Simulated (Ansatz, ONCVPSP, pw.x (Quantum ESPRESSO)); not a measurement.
# Pt: one change to the ONCV potential, in the atom and in the bcc crystal

platinum (Pt), optimised norm-conserving Vanderbilt (ONCV), made with ONCVPSP 4.0.1.1 (patched build) (LDA (Perdew-Wang 92), scalar-relativistic). Core [Kr] 4d10 4f14, reference 5s2 5p6 5d9 6s1. Waves: 5s+6s: rc 1.80 bohr, ncon 4, nbas 7, qcut 6.8 1/bohr, 2 projectors; 5p: rc 1.75 bohr, ncon 4, nbas 8, qcut 9.7 1/bohr, 1 projector; 5d: rc 1.95 bohr, ncon 4, nbas 9, qcut 9.5 1/bohr, 3 projectors, debl 1.6 Ha. Local part: polynomial inside 1.15 bohr (lpopt 4, dvloc0 2 Ha). Core correction: Teter function, fcfact 4.5, rcfact 1.35.

Change: p: rc 1.52.

Cutoffs, loose and tight: the cutoffs (Ha) at which the residual kinetic energy of the hardest occupied pseudo-wave falls to 1 and 0.1 mHa per electron. They do not see the model core or the augmentation charge, which bear on the density cutoff. Test errors are all-electron minus pseudo excitation energies from the reference, over the configurations 5s2 5p6 5d9 6s0; 5s2 5p6 5d8 6s0; 5s2 5p6 5d7 6s0; 5s1 5p6 5d9 6s1; variants that change the core or the reference have their own tests.

Crystal test: bcc Pt in pw.x 7.5, no spin, 15³ k-points, Fermi–Dirac smearing 0.01 Ry, cutoffs set for each file from its atomic test. The reference is all-electron LAPW (Ansatz 0.2.0) with the same functional, mesh and smearing; V0 and B0 come from Birch–Murnaghan fits to the pressures at five volumes. Errors are pseudo minus all-electron; Δ is the rms difference of the E(V) curves that follow from these fits, minima aligned, over ±6 % about the mean V0. Mesh and smearing are coarse, so the numbers serve the comparison and aren't converged zero-temperature values; the lattice is a test structure that the element need not adopt.

All-electron: a0 = 3.102 Å (V0 = 14.93 Å³/atom), B0 = 293.0 GPa.

Does the change bring the crystal closer to the all-electron result?

The mean pressure error goes from -6.78 to -4.87 GPa, so the change moves the solid closer to the all-electron pressures.

```tsv
quantity	base	changed
outcome (atom)	generated	generated
cutoff, loose (atom)	22 Ha	31 Ha
cutoff, tight (atom)	30 Ha	37 Ha
bound ghosts (atom)	none	none
largest test error (meV) (atom)	-678	-716
cutoffs in pw.x (Ry)	70/280	85/340
a0 (Å)	3.078	3.085
a0 error (%)	-0.78	-0.56
B0 error (%)	+5.8	+3.6
Δ (meV/atom)	22.9	16.4
mean pressure error (GPa)	-6.78	-4.87
```

Base: This is a poor potential for the solid. Changed file: This is a poor potential for the solid.
